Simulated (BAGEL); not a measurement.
**One shape, several levels: singlet C3H7O+**

We compute a comparison of 6 runs (HF/3-21G, HF/6-31G*, B3LYP/6-31G*, B3LYP/cc-pVDZ, PBE0/cc-pVDZ, RI-MP2/cc-pVDZ) of singlet C3H7O+. 

The calculation is run with BAGEL 1.2.2.

2 further runs of the same task are left out: 2 set aside as unsound or not needed. Runs told in other sessions of the task aren't counted.

### Step 1. The structure to begin with

C3H7O+: 11 atoms, total charge +1, spin state singlet. As SMILES of the parent species, `C[CH]OC`. The shape is that of a GFN2-xTB optimisation. This is one conformer, not always the lowest. That shape belongs to the parent species and isn't relaxed for this state.

Bond lengths: C1–C2 1.481 Å, C2–O3 1.374 Å, O3–C4 1.400 Å, C1–H5 1.087 Å, C1–H6 1.089 Å, C1–H7 1.098 Å, C2–H8 1.080 Å, C4–H9 1.096 Å, C4–H10 1.096 Å, C4–H11 1.089 Å. Some angles: C1–C2–O3 116.1°, C2–O3–C4 115.7°, C1–C2–H8 120.9°, O3–C2–H8 117.3°, C2–C1–H5 109.4°, C2–C1–H6 110.2°, C2–C1–H7 112.4°, O3–C4–H9 111.3°, O3–C4–H10 111.3°, O3–C4–H11 106.8°.

### Step 2. The energy at HF/3-21G (density fitting with qzvpp-jkfit) (run 1)

Contents of input.json:

```json
{ "bagel": [

{
  "title": "molecule",
  "basis": "3-21g",
  "df_basis": "qzvpp-jkfit",
  "angstrom": true,
  "geometry": [
    { "atom": "C", "xyz": [   -1.465970,    1.094390,   -0.183080 ] },
    { "atom": "C", "xyz": [   -0.546870,   -0.009760,    0.175450 ] },
    { "atom": "O", "xyz": [    0.662680,   -0.026290,   -0.475940 ] },
    { "atom": "C", "xyz": [    1.575970,   -0.993290,   -0.037910 ] },
    { "atom": "H", "xyz": [   -1.314070,    1.366000,   -1.224700 ] },
    { "atom": "H", "xyz": [   -2.500130,    0.786330,   -0.035600 ] },
    { "atom": "H", "xyz": [   -1.298790,    1.991910,    0.426630 ] },
    { "atom": "H", "xyz": [   -0.592250,   -0.475600,    1.148920 ] },
    { "atom": "H", "xyz": [    1.789880,   -0.884470,    1.031950 ] },
    { "atom": "H", "xyz": [    1.198630,   -2.006930,   -0.217210 ] },
    { "atom": "H", "xyz": [    2.490910,   -0.842280,   -0.608510 ] }
  ]
},
{ "title": "hf", "charge": 1 },
{ "title": "print", "file": "orbitals.molden", "orbitals": true }

]}
```

Command:

```console
BAGEL_NUM_THREADS=1 BAGEL input.json > input.out
```

Standard output:

```text
* using 1 threads per process

  ===============================================================
  ===============================================================

  *** Geometry ***

  { "atom" : "C", "xyz" : [     -2.770282,      2.068097,     -0.345971 ] },
  { "atom" : "C", "xyz" : [     -1.033435,     -0.018444,      0.331552 ] },
  { "atom" : "O", "xyz" : [      1.252284,     -0.049681,     -0.899396 ] },
  { "atom" : "C", "xyz" : [      2.978152,     -1.877046,     -0.071640 ] },
  { "atom" : "H", "xyz" : [     -2.483232,      2.581366,     -2.314348 ] },
  { "atom" : "H", "xyz" : [     -4.724561,      1.485948,     -0.067274 ] },
  { "atom" : "H", "xyz" : [     -2.454357,      3.764164,      0.806214 ] },
  { "atom" : "H", "xyz" : [     -1.119190,     -0.898754,      2.171144 ] },
  { "atom" : "H", "xyz" : [      3.382383,     -1.671406,      1.950103 ] },
  { "atom" : "H", "xyz" : [      2.265082,     -3.792548,     -0.410467 ] },
  { "atom" : "H", "xyz" : [      4.707138,     -1.591679,     -1.149917 ] },

  Number of auxiliary basis functions:      428

  Since a DF basis is specified, we compute 2- and 3-index integrals:
    o Being stored without compression. Storage requirement is 0.009 GB

  Number of basis functions:       50
  Number of electrons      :       33

    * METHOD: MOLECULE                             0.14

  *** RHF ***

  === Nuclear Repulsion ===
   125.2760082523

      * DIIS with orbital gradients will be used.

  === RHF iteration (3-21g) ===
      0       -191.06158809          0.02032231           0.02
      1       -191.13845367          0.01226476           0.02
      2       -191.16093876          0.00293884           0.02
      3       -191.16288447          0.00077610           0.02
      4       -191.16304690          0.00020277           0.02
      5       -191.16306918          0.00005011           0.02
      6       -191.16307055          0.00001990           0.02
      7       -191.16307078          0.00000948           0.02
      8       -191.16307085          0.00000328           0.02
      9       -191.16307086          0.00000188           0.02
     10       -191.16307086          0.00000053           0.02
     11       -191.16307086          0.00000016           0.02
     12       -191.16307086          0.00000007           0.02
     13       -191.16307086          0.00000003           0.02
     14       -191.16307086          0.00000001           0.02
     15       -191.16307086          0.00000000           0.02
    * SCF iteration converged.

    * Permanent dipole moment:
           (    0.658146,     0.323711,    -0.842851) a.u.

    * METHOD: HF                                   0.47

    * METHOD: PRINT                                0.01

  ===============================================================
```

Wall time 0.75 s (1 thread of Arm Neoverse V1, shared host).

### Step 3. The energy at HF/6-31G(d) (density fitting with qzvpp-jkfit, spherical functions) (run 2)

Edit input.json of step 2 so:

```diff
@@ -4,3 +4,3 @@
   "title": "molecule",
-  "basis": "3-21g",
+  "basis": "6-31gs.json",
   "df_basis": "qzvpp-jkfit",
@@ -21,4 +21,11 @@
 },
-{ "title": "hf", "charge": 1 },
-{ "title": "print", "file": "orbitals.molden", "orbitals": true }
+{
+  "title": "hf",
+  "charge": 1
+},
+{
+  "title": "print",
+  "file": "orbitals.molden",
+  "orbitals": true
+}
```

The basis set 6-31G* is read from a file made from the Basis Set Exchange's data (not shown).

Command:

```console
BAGEL_NUM_THREADS=1 BAGEL input.json > input.out
```

Standard output:

```text
* using 1 threads per process

  ===============================================================
  ===============================================================

  *** Geometry ***

  { "atom" : "C", "xyz" : [     -2.770282,      2.068097,     -0.345971 ] },
  { "atom" : "C", "xyz" : [     -1.033435,     -0.018444,      0.331552 ] },
  { "atom" : "O", "xyz" : [      1.252284,     -0.049681,     -0.899396 ] },
  { "atom" : "C", "xyz" : [      2.978152,     -1.877046,     -0.071640 ] },
  { "atom" : "H", "xyz" : [     -2.483232,      2.581366,     -2.314348 ] },
  { "atom" : "H", "xyz" : [     -4.724561,      1.485948,     -0.067274 ] },
  { "atom" : "H", "xyz" : [     -2.454357,      3.764164,      0.806214 ] },
  { "atom" : "H", "xyz" : [     -1.119190,     -0.898754,      2.171144 ] },
  { "atom" : "H", "xyz" : [      3.382383,     -1.671406,      1.950103 ] },
  { "atom" : "H", "xyz" : [      2.265082,     -3.792548,     -0.410467 ] },
  { "atom" : "H", "xyz" : [      4.707138,     -1.591679,     -1.149917 ] },

  Number of auxiliary basis functions:      428

  Since a DF basis is specified, we compute 2- and 3-index integrals:
    o Being stored without compression. Storage requirement is 0.017 GB

  Number of basis functions:       70
  Number of electrons      :       33

    * METHOD: MOLECULE                             0.18

  *** RHF ***

  === Nuclear Repulsion ===
   125.2760082523

      * DIIS with orbital gradients will be used.

  === RHF iteration (6-31gs.json) ===
      0       -192.08900853          0.01917960           0.04
      1       -192.18264808          0.01281032           0.04
      2       -192.22751910          0.00271504           0.04
      3       -192.23051513          0.00061397           0.04
      4       -192.23070030          0.00017985           0.04
      5       -192.23072655          0.00004638           0.04
      6       -192.23072864          0.00001456           0.04
      7       -192.23072886          0.00000673           0.04
      8       -192.23072892          0.00000274           0.04
      9       -192.23072893          0.00000089           0.03
     10       -192.23072893          0.00000025           0.03
     11       -192.23072893          0.00000009           0.03
     12       -192.23072893          0.00000004           0.04
     13       -192.23072893          0.00000002           0.03
     14       -192.23072893          0.00000001           0.03
    * SCF iteration converged.

    * Permanent dipole moment:
           (    0.689869,     0.252760,    -0.756633) a.u.

    * METHOD: HF                                   0.64

    * METHOD: PRINT                                0.01

  ===============================================================
```

Wall time 0.97 s (1 thread of Arm Neoverse V1, shared host).

Runs 3 to 5 aren't shown in full; the table further down has their settings and results.

### Step 4. A single-point energy at RI-MP2/cc-pVDZ (density fitting with qzvpp-jkfit) (run 6)

Contents of input.json:

```json
{ "bagel" : [

{
  "title" : "molecule",
  "basis" : "cc-pvdz.json",
  "df_basis" : "qzvpp-jkfit",
  "angstrom" : "true",
  "geometry" : [
    { "atom" : "C", "xyz" : [      -1.465970,       1.094390,      -0.183080 ] },
    { "atom" : "C", "xyz" : [      -0.546870,      -0.009760,       0.175450 ] },
    { "atom" : "O", "xyz" : [       0.662680,      -0.026290,      -0.475940 ] },
    { "atom" : "C", "xyz" : [       1.575970,      -0.993290,      -0.037910 ] },
    { "atom" : "H", "xyz" : [      -1.314070,       1.366000,      -1.224700 ] },
    { "atom" : "H", "xyz" : [      -2.500130,       0.786330,      -0.035600 ] },
    { "atom" : "H", "xyz" : [      -1.298790,       1.991910,       0.426630 ] },
    { "atom" : "H", "xyz" : [      -0.592250,      -0.475600,       1.148920 ] },
    { "atom" : "H", "xyz" : [       1.789880,      -0.884470,       1.031950 ] },
    { "atom" : "H", "xyz" : [       1.198630,      -2.006930,      -0.217210 ] },
    { "atom" : "H", "xyz" : [       2.490910,      -0.842280,      -0.608510 ] }
  ]
},

{ "title" : "hf", "charge" : 1 },

{ "title" : "mp2", "charge" : 1, "ncore" : 4 }

]}
```

The basis set cc-pVDZ is read from a file made from the Basis Set Exchange's data (not shown).

Command:

```console
BAGEL_NUM_THREADS=1 BAGEL input.json > input.out
```

Standard output:

```text
* using 1 threads per process

  ===============================================================
  ===============================================================

  *** Geometry ***

  { "atom" : "C", "xyz" : [     -2.770282,      2.068097,     -0.345971 ] },
  { "atom" : "C", "xyz" : [     -1.033435,     -0.018444,      0.331552 ] },
  { "atom" : "O", "xyz" : [      1.252284,     -0.049681,     -0.899396 ] },
[... 7 lines of this table left out ...]
  { "atom" : "H", "xyz" : [      4.707138,     -1.591679,     -1.149917 ] },

  Number of auxiliary basis functions:      428

  Since a DF basis is specified, we compute 2- and 3-index integrals:
    o Being stored without compression. Storage requirement is 0.028 GB

  Number of basis functions:       91
  Number of electrons      :       33

    * METHOD: MOLECULE                             0.21

  *** RHF ***

  === Nuclear Repulsion ===
   125.2760082523

      * DIIS with orbital gradients will be used.

  === RHF iteration (cc-pvdz.json) ===
      0       -192.08745556          0.01362612           0.05
      1       -192.20506431          0.00848501           0.05
      2       -192.24360431          0.00211366           0.05
[... 11 lines of this table left out ...]
     14       -192.24773223          0.00000001           0.05
    * SCF iteration converged.

    * Permanent dipole moment:
           (    0.700411,     0.231012,    -0.741063) a.u.

    * METHOD: HF                                   0.84

  *** RHF ***

  === Nuclear Repulsion ===
   125.2760082523

      * DIIS with orbital gradients will be used.

  === RHF iteration (cc-pvdz.json) ===
      0       -192.24773223          0.00000000           0.05
    * SCF iteration converged.

    * Permanent dipole moment:
           (    0.700411,     0.231012,    -0.741063) a.u.

  === DF-MP2 calculation ===

    * freezing 4 orbitals
    * 3-index integral transformation done
    * assembly done

      MP2 correlation energy:   -0.5929981029      0.04

      MP2 total energy:       -192.8407303291

    * METHOD: MP2                                  0.16

  ===============================================================
```

It took 1.4 s on 1 thread of Arm Neoverse V1, shared host; peak memory 0.11 GiB.

### Step 5. All runs side by side

| run | level | frozen core orbitals | energy (Eh) | HOMO energy (eV) | LUMO energy (eV) | HOMO–LUMO gap (eV) | wall time |
| --- | --- | --- | --- | --- | --- | --- | --- |
| 1 | HF/3-21G (density fitting with qzvpp-jkfit) | – | -191.163071 | -19.08 | -5.14 | 13.94 | 0.75 s |
| 2 | HF/6-31G* (density fitting with qzvpp-jkfit, spherical functions) | – | -192.230729 | -19.09 | -5.00 | 14.09 | 0.97 s |
| 3 | B3LYP/6-31G* (density fitting with qzvpp-jkfit, spherical functions) | – | -193.429606 | -15.31 | -9.47 | 5.84 | 9 s |
| 4 | B3LYP/cc-pVDZ (density fitting with qzvpp-jkfit) | – | -193.437869 | -15.28 | -9.49 | 5.78 | 11 s |
| 5 | PBE0/cc-pVDZ (density fitting with qzvpp-jkfit) | – | -193.208101 | -15.51 | -9.26 | 6.25 | 9.9 s |
| 6 | RI-MP2/cc-pVDZ (density fitting with qzvpp-jkfit) | 4 | -192.840730 | – | – | – | 1.4 s |

### Step 6. What came out

| quantity | value |
| --- | --- |
| run 6: total energy | -192.84073 Eh |
| run 6: correlation energy (4 core orbitals frozen) | -593.0 mEh |

Over runs 1, 2, 3, 4, 5 the HOMO–LUMO gap runs from 5.78 eV (B3LYP/cc-pVDZ) to 14.09 eV (HF/6-31G*). The two ends differ in method and basis. Totals of different functionals can't be ranked against each other. All runs together took 33 s, the longest 11 s.
